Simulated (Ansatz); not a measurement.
System: fcc Ca. Method: r²SCAN in Ansatz (PAW).

Run with plane-wave cutoff 600 eV, 12×12×12 k mesh, Fermi–Dirac smearing 0.1 eV, finite displacements, scalar-relativistic PAW data made under PBE.

Computed at the level's own relaxed cell.

```cif
data_Ca
_chemical_formula_sum 'Ca1'
_space_group_name_H-M_alt 'P 1'
_space_group_IT_number 1
_cell_length_a 3.93630
_cell_length_b 3.93630
_cell_length_c 3.93630
_cell_angle_alpha 60.000
_cell_angle_beta 60.000
_cell_angle_gamma 60.000
loop_
_space_group_symop_operation_xyz
  'x, y, z'
loop_
_atom_site_label
_atom_site_type_symbol
_atom_site_fract_x
_atom_site_fract_y
_atom_site_fract_z
_atom_site_occupancy
Ca1 Ca 0.00000 0.00000 0.00000 1
```

Harmonic phonon frequencies (cm⁻¹; i marks an imaginary mode):

```csv
q point,frequencies
X,…
L,76 76 160
```

What belongs in the gaps?


- X, frequencies: 131 131 169

No imaginary mode appears at these points.

Ansatz is a first-principles code.
